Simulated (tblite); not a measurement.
Compound: C₆H₉ (doublet state).
Z-matrix (Å and degrees, GFN2-xTB geometry), rows numbered from 1:
```
C 
C   1  1.4521
C   2  1.5211  1  116.78
C   3  1.3258  2   95.45  1  -117.53
C   4  1.5040  3   94.73  2     0.38
C   5  1.5170  2  115.39  1  -124.84
H   1  1.0735  2  119.80  3    39.90
H   1  1.0722  2  121.71  3  -142.18
H   2  1.0913  1  111.65  3   132.99
H   3  1.0748  2  129.75  1    60.85
H   4  1.0752  3  134.43  2  -178.89
H   5  1.0918  2  112.15  1     3.03
H   6  1.0881  5  110.49  2    68.50
H   6  1.0890  5  110.01  2  -171.63
H   6  1.0882  5  110.51  2   -51.95
```

Calculated harmonic vibrations of the isolated species, GFN2-xTB (tblite), most abundant isotopes, no scaling. Errors from tens to a few hundred cm⁻¹ against measured bands are possible. One conformer, not necessarily the lowest. Open shells enter through the occupations alone, without spin polarisation, and single modes of such species can be off by tens of per cent.

Harmonic wavenumbers (cm⁻¹): 103.7, 150.8, 206.6, 277.1, 283.3, 351.1, 513.9, 568.4, 746.6, 808.6, 822.2, 829.2, 908.0, 936.4, 1004.9, 1035.2, 1059.3, 1088.8, 1141.1, 1157.9, 1172.9, 1184.5, 1230.6, 1288.0, 1313.5, 1400.9, 1407.7, 1491.5, 1496.9, 1664.3, 2950.8, 2960.4, 3015.8, 3028.6, 3032.3, 3105.9, 3124.9, 3129.9, 3170.0.

A = 5554, B = 3440, C = 2473 MHz; mass 81.070 u (most abundant isotopes); point group C1, symmetry number 1; spin multiplicity 2.

Problem. What is the zero-point energy?

Solution. Half the sum of the wavenumbers: 27581 cm⁻¹ = 78.86 kcal/mol.

Problem. What is S at 298.15 K and 1 bar for an ideal gas of classical rigid rotors and harmonic oscillators?

Solution. Translation 39.12, rotation 26.32, vibration 15.22, spin (R ln 2) 1.38: S = 82.0 cal/(mol K).

Problem. And Cp and H(298.15 K) − H(0)?

Solution. Cp = 27.60 cal/(mol K), of which vibrations give 19.65 (their classical limit is 39 R = 77.5); H(298.15 K) − H(0) = 5.03 kcal/mol without the zero-point energy, 2.66 from vibrations.

Problem. What must be added to the electronic energy to get the Gibbs energy at 298.15 K and 1 bar?

Solution. ZPE + [H(298.15 K) − H(0)] − T·S = 78.86 + 5.03 − 24.46 = 59.43 kcal/mol.

Problem. Blend soft modes into free rotors: weight 1/[1 + (100 cm⁻¹/ν̃)⁴] for the oscillator and the rest for a rotor with moment μB/(μ + B), μ = h/(8π²ν), B = 10⁻⁴⁴ kg m². What vibrational entropy results?

Solution. 14.95 cal/(mol K) in place of 15.22, which changes −T·S at 298.15 K by +0.08 kcal/mol.

Hindered rotation and anharmonicity are outside this model. Other conformers, if any are populated, would add a mixing term that is left out. The structure is chiral; the term R ln 2 for an equal mix with its mirror image is left out.
